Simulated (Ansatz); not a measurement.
# CHSi₂ (sextet): from Hartree-Fock to the top rungs, cc-pVDZ

An exercise on one series of results from a longer session: the logs are not shown, and one member is left open.

Method: cc-pVDZ, core rule «outside noble gas», up to 11 orbitals frozen; program: Ansatz 0.2.0, Gaussian basis.

Plan: UHF; CCSD(T) on ROHF; CCSD(T) on UHF; BCCD(T) on ROHF; CISD as a restricted active space (open shells left free, so some higher excitations enter); CCSDT(Q) on ROHF; CCSDT(Q) on UHF; CASSCF and NEVPT2, 13 electrons in 11 orbitals.

20 further runs of the same task are left out: 8 that didn't finish, 12 set aside as unsound or not needed. Runs told in other sessions of the task aren't counted.

### The geometry

The geometry is a PBE0/def2-TZVP stationary point (not a proven minimum) of the parent state, kept for this charge and spin.

4 atoms, charge 0, spin multiplicity 6.

Atoms are counted from 1 here; the program's logs count them from 0.

Bond lengths: C1–Si2 1.912 Å, C1–Si3 1.729 Å, Si2–Si3 2.317 Å, Si2–H4 1.509 Å. Angles: Si2–C1–Si3 78.8°, C1–Si2–Si3 47.1°, C1–Si2–H4 117.9°, Si3–Si2–H4 119.9°, C1–Si3–Si2 54.1°.

Set-up of the first run:

in.yaml reads:

```yaml
crystal:
  periodic: [false, false, false]
  atoms:
    - {symbol: C, position_ang: [-0.061244, -1.147988, -0.219952]}
    - {symbol: Si, position_ang: [0.099301, 0.160438, 1.164819]}
    - {symbol: Si, position_ang: [-0.033008, 0.314343, -1.142833]}
    - {symbol: H, position_ang: [-1.117401, 0.450106, 2.008353]}
basis:
  gaussian: {orbitals: cc-pVDZ}
magnetization: {spin_polarized: true, initial_magnetization: 5}
hamiltonian: {xc: hf}
output: {orbitals: {seedname: orbitals}}
```

Started as:

```sh
> ansatz run in.yaml --threads 1 --pin off --events-out ev --progress --plain --max-ram 2393MiB
```

Among the steps run: UHF; CCSD(T) on ROHF; CCSD(T) on UHF; BCCD(T) on ROHF; CISD as a restricted active space (open shells left free, so some higher excitations enter); CCSDT(Q) on ROHF; CCSDT(Q) on UHF; CASSCF and NEVPT2, 13 electrons in 11 orbitals.

One table of the session follows, with a row left open; its other results are not shown here.

| method | from UCCSDT(Q) (meV) |
| --- | --- |
| ROHF | +7620.4 |
| UHF | +7350.4 |
| RMP2 | +1461.6 |
| UMP2 | +1514.8 |
| CISD | +1014.8 |
| RCCSD | +407.4 |
| UCCSD | +397.0 |
| RCCSD(T) | +79.7 |
| UCCSD(T) | +80.9 |
| BCCD(T) | ? |
| RCCSDT | +29.9 |
| UCCSDT | +27.5 |
| RCCSDT(Q) | +2.3 |
| UCCSDT(Q) | 0 |
| CASSCF frontier | +6298.4 |
| NEVPT2 frontier | +1653.7 |

**Question.** Estimate the row for BCCD(T).

As computed: from UCCSDT(Q) (meV): +75.8. In the column «from UCCSDT(Q) (meV)» it lies between RCCSDT (+29.9) and RCCSD(T) (+79.7).

Limits of these values: Restricted and unrestricted rows rest on different reference determinants; a gap between their highest levels can come from leftover correlation error, from unlike frozen cores or from another state.
